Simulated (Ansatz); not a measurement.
Geometry optimisation, UKS PBE/6-31G (Ansatz).

Input:

```yaml
crystal:
  periodic: [false, false, false]
  atoms:
    - { symbol: B, position_ang: [-1.11709, 0.80259, -1.08429] }
    - { symbol: Si, position_ang: [0.00515, 0.39109, 0.41602] }
    - { symbol: B, position_ang: [1.09159, -1.15812, 0.73124] }
    - { symbol: H, position_ang: [-1.28681, 0.00633, -1.93324] }
    - { symbol: H, position_ang: [-1.65036, 1.84004, -1.22676] }
    - { symbol: H, position_ang: [0.07108, 1.44134, 1.47052] }
    - { symbol: H, position_ang: [1.84088, -1.2492, 1.63187] }
    - { symbol: H, position_ang: [1.04556, -2.07407, -0.00536] }
magnetization:
  spin_polarized: true
  initial_magnetization: 1
basis:
  gaussian: { orbitals: "6-31G" }
hamiltonian:
  xc: pbe
relax:
  f_tol: 0.02
  max_steps: 40
output:
  orbitals: {}
```

Launched with:

```bash
$ ansatz run input.yaml --threads 1 --pin off --max-ram 2048MiB --backend cpu --events-out ev --progress --plain --runs-dir out
```

Question: Where does it end, and by what steps?

Answer: The forces met the threshold. Limits of this set-up: no polarisation functions. After 3 steps the energy has fallen by 0.158 eV; H6 moved furthest, 0.09 Å.

```csv
step,energy less start (eV),largest force component (eV/Å),accepted
0,0.0000,0.674,yes
1,-0.1360,0.327,yes
2,-0.1513,0.175,yes
3,-0.1579,0.015,yes
```

```xyz
8
Properties=species:S:1:pos:R:3
B -1.152 0.814 -1.130
Si 0.029 0.437 0.437
B 1.124 -1.206 0.740
H -1.292 -0.017 -1.990
H -1.725 1.868 -1.225
H 0.104 1.516 1.511
H 1.841 -1.295 1.703
H 1.071 -2.116 -0.046
```

The run took 15 s on 1 thread of Arm Neoverse N1, with other jobs on the host, peak memory 0.12 GiB.
